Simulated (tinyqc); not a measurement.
CIS on RHF in the sto-6g basis, frozen core, for HF, spin multiplicity 1, step by step. Computed by tinyqc, a small Python program that keeps every step (integrals from PySCF). Settings: charge = 0, multiplicity = 1, basis = sto-6g, method = RHF, frozen orbitals = 1, energy threshold = 1e-10, iteration cap = 86, orthogonalisation = symmetric, start = atomic densities, DIIS depth = 6. Command: `OMP_NUM_THREADS=1 python tinyqc.py 31507 31508 out.jsonl` (the two numbers bound the seeds that draw the settings). One thread of a shared host (Intel(R) Xeon(R) Processor @ 2.60GHz), about 0.09 s of CPU time with the checks. The early iterations of the SCF are left out here.

## One-electron integrals

Geometry (angstrom):
```
atom         x         y         z
F     0.000000  0.000000  0.000000
H     0.000000  0.000000  1.015000
```

Basis sto-6g: exponents (1/bohr^2) and contraction coefficients of normalised primitives:
```
element  l (shell)     exponent  coefficient
F            s (1)  1728.626574     0.009164
F            s (1)   316.941790     0.049361
F            s (1)    88.668891     0.168538
F            s (1)    30.460157     0.370563
F            s (1)    11.828570     0.416492
F            s (1)     4.871659     0.130334
F            s (2)    67.032281    -0.013253
F            s (2)    13.267438    -0.046992
F            s (2)     4.123510    -0.033785
F            s (2)     1.586463     0.250242
F            s (2)     0.689002     0.595117
F            s (2)     0.315820     0.240706
F            p (3)    67.032281     0.003760
F            p (3)    13.267438     0.037679
F            p (3)     4.123510     0.173897
F            p (3)     1.586463     0.418036
F            p (3)     0.689002     0.425860
F            p (3)     0.315820     0.101708
H            s (1)    35.523221     0.009164
H            s (1)     6.513144     0.049361
H            s (1)     1.822143     0.168538
H            s (1)     0.625955     0.370563
H            s (1)     0.243077     0.416492
H            s (1)     0.100112     0.130334
```

Overlap, kinetic and nuclear-attraction integrals over the contracted functions; the nuclear repulsion is the sum of Za Zb / Rab.

nuclear repulsion = 4.69221172 hartree

overlap S, lower triangle:
```
           1F 1s     1F 2s    1F 2px    1F 2py    1F 2pz     2H 1s
1F 1s   1.000000
1F 2s   0.232479  1.000000
1F 2px  0.000000  0.000000  1.000000
1F 2py  0.000000  0.000000  0.000000  1.000000
1F 2pz  0.000000  0.000000  0.000000  0.000000  1.000000
2H 1s   0.040405  0.388947  0.000000  0.000000  0.313049  1.000000
```

kinetic energy T (hartree), lower triangle:
```
            1F 1s     1F 2s    1F 2px    1F 2py    1F 2pz     2H 1s
1F 1s   37.397730
1F 2s   -1.143349  1.082297
1F 2px   0.000000  0.000000  3.251325
1F 2py   0.000000  0.000000  0.000000  3.251325
1F 2pz   0.000000  0.000000  0.000000  0.000000  3.251325
2H 1s   -0.003771  0.081246  0.000000  0.000000  0.198409  0.768522
```

nuclear attraction V (hartree), lower triangle:
```
             1F 1s       1F 2s      1F 2px      1F 2py      1F 2pz      2H 1s
1F 1s   -78.343809
1F 2s    -7.986915  -11.994696
1F 2px    0.000000    0.000000  -11.963744
1F 2py    0.000000    0.000000    0.000000  -11.963744
1F 2pz   -0.012999   -0.150138    0.000000    0.000000  -12.055069
2H 1s    -1.593359   -3.512010    0.000000    0.000000   -2.500165  -5.795590
```

core Hamiltonian H = T + V (hartree), lower triangle:
```
             1F 1s       1F 2s     1F 2px     1F 2py     1F 2pz      2H 1s
1F 1s   -40.946079
1F 2s    -9.130264  -10.912399
1F 2px    0.000000    0.000000  -8.712419
1F 2py    0.000000    0.000000   0.000000  -8.712419
1F 2pz   -0.012999   -0.150138   0.000000   0.000000  -8.803744
2H 1s    -1.597130   -3.430764   0.000000   0.000000  -2.301755  -5.027068
```

## Two-electron integrals

Functions are numbered as in S; the eight-fold symmetry (ij|kl) = (ji|kl) = (kl|ij) leaves the list below.

Two-electron integrals (ij|kl) in chemists' order, unique and non-zero (hartree):
```
(11|11) 5.406240   (21|11) 0.768129   (21|21) 0.138909   (22|11) 1.266271
(22|21) 0.283987   (22|22) 0.926367   (31|31) 0.029452   (32|31) 0.044681
(32|32) 0.204753   (33|11) 1.266273   (33|21) 0.283987   (33|22) 0.926366
(33|33) 0.998085   (41|41) 0.029452   (42|41) 0.044681   (42|42) 0.204753
(43|43) 0.053789   (44|11) 1.266273   (44|21) 0.283987   (44|22) 0.926366
(44|33) 0.890506   (44|44) 0.998085   (51|51) 0.029452   (52|51) 0.044681
(52|52) 0.204753   (53|53) 0.053789   (54|54) 0.053789   (55|11) 1.266273
(55|21) 0.283987   (55|22) 0.926366   (55|33) 0.890506   (55|44) 0.890506
(55|55) 0.998085   (61|11) 0.142347   (61|21) 0.024674   (61|22) 0.049339
(61|33) 0.049255   (61|44) 0.049255   (61|51) 0.001071   (61|52) 0.002092
(61|55) 0.049508   (61|61) 0.004456   (62|11) 0.354305   (62|21) 0.080625
(62|22) 0.292682   (62|33) 0.288564   (62|44) 0.288564   (62|51) 0.005836
(62|52) 0.043691   (62|55) 0.300920   (62|61) 0.014320   (62|62) 0.113593
(63|31) 0.009029   (63|32) 0.051447   (63|53) 0.009154   (63|63) 0.016813
(64|41) 0.009029   (64|42) 0.051447   (64|54) 0.009154   (64|64) 0.016813
(65|11) 0.238232   (65|21) 0.054986   (65|22) 0.213414   (65|33) 0.204305
(65|44) 0.204305   (65|51) 0.012526   (65|52) 0.081721   (65|55) 0.231632
(65|61) 0.010199   (65|62) 0.101666   (65|65) 0.107197   (66|11) 0.505779
(66|21) 0.117261   (66|22) 0.488955   (66|33) 0.472339   (66|44) 0.472339
(66|51) 0.010901   (66|52) 0.113244   (66|55) 0.522186   (66|61) 0.020993
(66|62) 0.243035   (66|65) 0.252361   (66|66) 0.774999
```

## Orthogonalisation

S = U s U^T; symmetric (Loewdin) form X = U s^(-1/2) U^T, so that X^T S X = 1.

eigenvalues of S: 0.479022  0.849473  1.000000  1.000000  1.123173  1.548332

X, lower triangle:
```
            1F 1s      1F 2s    1F 2px    1F 2py     1F 2pz     2H 1s
1F 1s    1.021903
1F 2s   -0.127338   1.093968
1F 2px   0.000000   0.000000  1.000000
1F 2py   0.000000   0.000000  0.000000  1.000000
1F 2pz  -0.005492   0.057432  0.000000  0.000000   1.045273
2H 1s    0.018477  -0.236777  0.000000  0.000000  -0.187291  1.115921
```

## Iteration 7 (converged): orbitals

converged F (hartree), lower triangle:
```
             1F 1s      1F 2s     1F 2px     1F 2py     1F 2pz      2H 1s
1F 1s   -26.242967
1F 2s    -6.370035  -2.904816
1F 2px    0.000000   0.000000  -0.471473
1F 2py    0.000000   0.000000   0.000000  -0.471473
1F 2pz   -0.020531  -0.069413   0.000000   0.000000  -0.317335
2H 1s    -1.116328  -0.959225   0.000000   0.000000  -0.533055  -0.478008
```

Diagonalise F' = X^T F X, C = X C', fill 5 alpha and 5 beta electrons from the bottom; D = 2 C_occ C_occ^T. Each column has its largest component positive (the first on a tie).

F' = X^T F X (hartree), lower triangle:
```
            1          2          3          4          5          6
1  -25.831986
2   -3.179897  -1.719331
3    0.000000   0.000000  -0.471473
4    0.000000   0.000000   0.000000  -0.471473
5   -0.039953   0.086053   0.000000   0.000000  -0.150888
6   -0.162587  -0.481353   0.000000   0.000000  -0.527126  -0.044791
```

orbital energies (hartree): MO1 -26.246233, MO2 -1.459712, MO3 -0.563444, MO4 -0.471473, MO5 -0.471473, MO6 0.522393

coefficients C:
```
              MO1        MO2        MO3       MO4        MO5        MO6
1F 1s    0.997121  -0.240094   0.065881  0.000000   0.000000   0.068092
1F 2s    0.012601   0.963574  -0.369623  0.000000   0.000000  -0.455069
1F 2px   0.000000   0.000000   0.000000  0.003955   0.999992   0.000000
1F 2py   0.000000   0.000000   0.000000  0.999992  -0.003955   0.000000
1F 2pz   0.001671   0.062928   0.696383  0.000000   0.000000  -0.801305
2H 1s   -0.002860   0.130528   0.548660  0.000000   0.000000   1.009301
```

D after iteration 7, lower triangle:
```
            1F 1s      1F 2s    1F 2px    1F 2py    1F 2pz     2H 1s
1F 1s    2.112470
1F 2s   -0.486270   2.130511
1F 2px   0.000000   0.000000  2.000000
1F 2py   0.000000   0.000000  0.000000  2.000000
1F 2pz   0.064872  -0.393484  0.000000  0.000000  0.977824
2H 1s    0.003911  -0.154119  0.000000  0.000000  0.780573  0.636147
```

Within a degenerate level the vectors are fixed only up to a rotation; this is one choice.

## Convergence

Stop when the energy changes by less than 1e-10 hartree and every element of the error matrix X^T (F D S - S D F) X is below 3e-06.

Course of the cycle:
```
iteration    E (hartree)     change  largest element of the error matrix
1          -100.26264935          -                             1.11e+00
2           -99.45791568   8.05e-01                             2.60e-01
3           -99.49685015  -3.89e-02                             2.86e-02
4           -99.49754601  -6.96e-04                             3.64e-03
5           -99.49755389  -7.88e-06                             5.94e-05
6           -99.49755389  -1.84e-09                             2.09e-06
7           -99.49755389  -2.20e-12                             1.41e-08
```

PySCF RHF in the same basis = -99.49755389 hartree

Converged in 7 iterations.

## Integrals over molecular orbitals

(pq|rs) = sum C_ip C_jq C_kr C_ls (ij|kl), one index at a time.

one-electron integrals over orbitals h = C^T H C (hartree), lower triangle:
```
            1          2          3          4          5          6
1  -40.932532
2    0.719913  -9.206731
3   -0.192470   0.563137  -7.413332
4    0.000000   0.000000   0.000000  -8.712419
5    0.000000   0.000000   0.000000   0.000000  -8.712419
6   -0.208371   1.091740   1.981078   0.000000   0.000000  -6.110621
```

Two-electron integrals over orbitals (pq|rs), unique and non-zero (hartree); the lowest 1 orbital is frozen and left out:
```
(22|22) 0.863562    (32|22) -0.030964   (32|32) 0.152949    (33|22) 0.741932
(33|32) -0.037573   (33|33) 0.741677    (42|42) 0.184157    (43|42) -0.038275
(43|43) 0.043853    (44|22) 0.886134    (44|32) -0.075688   (44|33) 0.734905
(44|44) 0.998085    (52|52) 0.184157    (53|52) -0.038275   (53|53) 0.043853
(54|54) 0.053789    (55|22) 0.886134    (55|32) -0.075688   (55|33) 0.734905
(55|44) 0.890506    (55|55) 0.998085    (62|22) -0.119101   (62|32) -0.056023
(62|33) -0.033257   (62|44) -0.116315   (62|55) -0.116315   (62|62) 0.094584
(63|22) -0.187685   (63|32) 0.092418    (63|33) -0.115254   (63|44) -0.210323
(63|55) -0.210323   (63|62) 0.052015    (63|63) 0.192368    (64|42) -0.038454
(64|43) -0.017287   (64|64) 0.030610    (65|52) -0.038454   (65|53) -0.017287
(65|65) 0.030610    (66|22) 0.670260    (66|32) 0.064548    (66|33) 0.667816
(66|44) 0.644291    (66|55) 0.644291    (66|62) -0.064642   (66|63) -0.015515
(66|66) 0.708319
```

## CIS matrix, singlets

A(ia,jb) = (e_a - e_i) d_ij d_ab + 2 (ia|jb) - (ij|ab).

CIS matrix A, singlet (hartree), lower triangle:
```
          2>6       3>6       4>6       5>6
2>6  1.501012
3>6  0.039481  0.802757
4>6  0.000000  0.000000  0.410795
5>6  0.000000  0.000000  0.000000  0.410795
```

## CIS singlet states

dipole integrals <i|r|a> (bohr):
```
             x          y         z
2>6   0.000000   0.000000  0.046649
3>6   0.000000   0.000000  0.998504
4>6  -0.000072  -0.018158  0.000000
5>6  -0.018158   0.000072  0.000000
```

Diagonalise A (1 hartree = 27.211386 eV); each vector has its largest component positive (the first on a tie). The transition dipole is mu = sqrt2 sum c_ia <i|r|a>.

singlet excitation energies (eV): 11.178296  11.178296  21.783579  40.905159

lowest vectors:
```
      state 1    state 2    state 3   state 4
2>6  0.000000   0.000000  -0.056274  0.998415
3>6  0.000000   0.000000   0.998415  0.056274
4>6  0.050144   0.998742   0.000000  0.000000
5>6  0.998742  -0.050144   0.000000  0.000000
```

oscillator strengths 2/3 w |mu|^2: 0.000181  0.000181  1.055234  0.021167

Within a degenerate level the vectors are fixed only up to a rotation; this is one choice.

## CIS matrix, triplets

A(ia,jb) = (e_a - e_i) d_ij d_ab - (ij|ab).

CIS matrix A, triplet (hartree), lower triangle:
```
           2>6       3>6       4>6       5>6
2>6   1.311844
3>6  -0.064548  0.418021
4>6   0.000000  0.000000  0.349574
5>6   0.000000  0.000000  0.000000  0.349574
```

## CIS triplet states

Diagonalise A (1 hartree = 27.211386 eV); each vector has its largest component positive (the first on a tie).

triplet excitation energies (eV): 9.512393  9.512393  11.248744  35.823288

lowest vectors:
```
      state 1    state 2   state 3    state 4
2>6  0.000000   0.000000  0.071658   0.997429
3>6  0.000000   0.000000  0.997429  -0.071658
4>6  0.001290   0.999999  0.000000   0.000000
5>6  0.999999  -0.001290  0.000000   0.000000
```

Within a degenerate level the vectors are fixed only up to a rotation; this is one choice.
